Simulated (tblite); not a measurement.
Compound: C4H6NO (doublet state).
Z-matrix (Å and degrees, GFN2-xTB geometry), rows numbered from 1:
```
O 
C   1  1.2096
C   2  1.6045  1  118.67
C   3  1.5249  2  102.81  1   161.30
C   4  1.5373  3  101.86  2    27.57
N   2  1.2771  1  135.87  3  -178.25
H   3  1.0895  2  105.06  1   -79.90
H   3  1.0866  2  108.69  1    38.35
H   4  1.0903  3  110.06  2   -89.13
H   4  1.0890  3  112.62  2   149.38
H   5  1.0919  4  113.29  3  -145.47
H   5  1.0965  4  111.85  3    91.61
```

Calculated harmonic vibrations of the isolated species, GFN2-xTB (tblite), most abundant isotopes, no scaling. Errors from tens to a few hundred cm⁻¹ against measured bands are possible. One conformer, not necessarily the lowest. Open shells enter through the occupations alone, without spin polarisation, and single modes of such species can be off by tens of per cent.

Harmonic wavenumbers (cm⁻¹): 138.1, 214.9, 414.7, 519.6, 576.8, 636.1, 712.3, 823.8, 876.8, 966.6, 991.8, 1006.9, 1057.3, 1115.4, 1151.8, 1169.4, 1181.0, 1265.2, 1291.8, 1338.7, 1424.4, 1469.6, 1483.1, 1810.4, 2910.6, 2973.9, 2992.8, 3004.9, 3011.9, 3031.3.

A = 7715, B = 3511, C = 2571 MHz; mass 84.045 u (most abundant isotopes); point group C1, symmetry number 1; spin multiplicity 2.

Q: Zero-point energy?

A: Half the sum of the wavenumbers: 20781 cm⁻¹ = 248.60 kJ/mol.

Q: Entropy at 400 K, 1 bar (ideal gas, RRHO, classical rotation)?

A: Translation 170.23, rotation 112.19, vibration 56.48, spin (R ln 2) 5.76: S = 344.7 J/(mol K).

Q: And Cp and H(400 K) − H(0)?

A: Cp = 118.03 J/(mol K), of which vibrations give 84.77 (their classical limit is 30 R = 249.4); H(400 K) − H(0) = 27.19 kJ/mol without the zero-point energy, 13.89 from vibrations.

Q: Which modes carry the vibrational entropy at 400 K?

A: 138.1 cm⁻¹: 14.22; 214.9 cm⁻¹: 10.66; 414.7 cm⁻¹: 5.72; 519.6 cm⁻¹: 4.23; 576.8 cm⁻¹: 3.59; 636.1 cm⁻¹: 3.04 J/(mol K); the other 24 give 15.02 together.

Q: Blend soft modes into free rotors: weight 1/[1 + (100 cm⁻¹/ν̃)⁴] for the oscillator and the rest for a rotor with moment μB/(μ + B), μ = h/(8π²ν), B = 10⁻⁴⁴ kg m². What vibrational entropy results?

A: 55.95 J/(mol K) in place of 56.48, which changes −T·S at 400 K by +0.21 kJ/mol.

Hindered rotation and anharmonicity are outside this model. Other conformers, if any are populated, would add a mixing term that is left out. The structure is chiral; the term R ln 2 for an equal mix with its mirror image is left out.
